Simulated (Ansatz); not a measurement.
# AlSiH2 (doublet): from Hartree-Fock to the top rungs, 6-31G

How much of the correlation energy of AlSiH2 (doublet) does each wave-function method recover here?

The runs use Ansatz 0.2.0, Gaussian basis; 6-31G, core rule «outside noble gas», up to 10 orbitals frozen.

The runs, in order: UHF; CCSD(T) on ROHF; CCSD(T) on UHF; BCCD(T) on ROHF; CISD as a restricted active space (open shells left free, so some higher excitations enter); CCSDT(Q) on ROHF; CCSDT(Q) on UHF; CISDTQ; CCSDTQ on ROHF; CASSCF and MRCISD+Q, 9 electrons in 10 orbitals; CASSCF and NEVPT4(SD), 9 electrons in 10 orbitals; CASSCF and NEVPT2, 9 electrons in 10 orbitals.

17 further runs of the same task are left out: 4 that didn't finish, 13 set aside as unsound or not needed. Runs told in other sessions of the task aren't counted.

### Step 1. What is computed

The geometry is a PBE0/def2-TZVP stationary point (not a proven minimum) of the parent state, kept for this charge and spin.

4 atoms, charge 0, spin multiplicity 2.

Atoms are counted from 1 here; the program's logs count them from 0.

Bond lengths: Si1–Al2 2.409 Å, Al2–H3 1.583 Å, Al2–H4 1.583 Å. Angles: Si1–Al2–H3 117.4°, Si1–Al2–H4 117.4°, H3–Al2–H4 125.2°.

### Step 2. UHF

in.yaml reads:

```yaml
crystal:
  periodic: [false, false, false]
  atoms:
    - {symbol: Si, position_ang: [0.000000, 0.000000, 1.249328]}
    - {symbol: Al, position_ang: [0.000000, 0.000000, -1.159384]}
    - {symbol: H, position_ang: [0.000000, 1.405470, -1.888034]}
    - {symbol: H, position_ang: [0.000000, -1.405470, -1.888034]}
basis:
  gaussian: {orbitals: 6-31G}
magnetization: {spin_polarized: true, initial_magnetization: 1}
hamiltonian: {xc: hf}
output: {orbitals: {seedname: orbitals}}
```

Launch:

```bash
$ ansatz run in.yaml --threads 1 --pin off --events-out ev --progress --plain --max-ram 2393MiB
```

After this run come: CCSD(T) on ROHF; CCSD(T) on UHF; BCCD(T) on ROHF; CISD as a restricted active space (open shells left free, so some higher excitations enter); CCSDT(Q) on ROHF; CCSDT(Q) on UHF; CISDTQ; CCSDTQ on ROHF; CASSCF and MRCISD+Q, 9 electrons in 10 orbitals; CASSCF and NEVPT4(SD), 9 electrons in 10 orbitals; CASSCF and NEVPT2, 9 electrons in 10 orbitals.

**Question.** What will the summary of the whole plan be? Wanted: RCCSDTQ from the RHF energy; RMP2 from RCCSDTQ; UMP2 from RCCSDTQ; RCCSD from RCCSDTQ; RCCSD(T) from RCCSDTQ; UCCSD(T) from RCCSDTQ; RCCSDT(Q) from RCCSDTQ; UCCSDT(Q) from RCCSDTQ; NEVPT2 valence from RCCSDTQ.

**Answer**, as computed:

| quantity | value |
| --- | --- |
| RCCSDTQ from the ROHF energy | -2.4747 eV |
| RMP2 from RCCSDTQ | +18.18 kcal/mol |
| UMP2 from RCCSDTQ | +18.17 kcal/mol |
| RCCSD from RCCSDTQ | +1.56 kcal/mol |
| RCCSD(T) from RCCSDTQ | +0.51 kcal/mol |
| UCCSD(T) from RCCSDTQ | +0.51 kcal/mol |
| RCCSDT(Q) from RCCSDTQ | +0.02 kcal/mol |
| UCCSDT(Q) from RCCSDTQ | +0.01 kcal/mol |
| NEVPT2 valence from RCCSDTQ | +4.95 kcal/mol |
| NEVPT4(SD) valence from RCCSDTQ | +0.93 kcal/mol |
| MRCISD+Q valence from RCCSDTQ | +0.23 kcal/mol |
| levels within 1 kcal/mol (43 meV) | RCCSD(T), UCCSD(T), BCCD(T), RCCSDT, UCCSDT, CISDTQ, RCCSDT(Q), UCCSDT(Q), NEVPT4(SD) valence, MRCISD valence, MRCISD+Q valence |
| T1 diagnostic | 0.024 |
| effectively unpaired electrons | 1.04 |

In words: RCCSD(T) misses by +0.51 kcal/mol, 0.9 % of the correlation energy. One determinant dominates. Of the multireference levels listed MRCISD+Q valence comes nearest in total energy (+0.23 kcal/mol), which doesn't show that its space is the better one. Coupled cluster took another determinant than the lowest Hartree-Fock one. These misses are within one basis, not against nature; the frozen cores of restricted and unrestricted runs differ, which can shift their rows.

With open shells the CI space here admits some higher excitations, so it is larger than plain CISD.
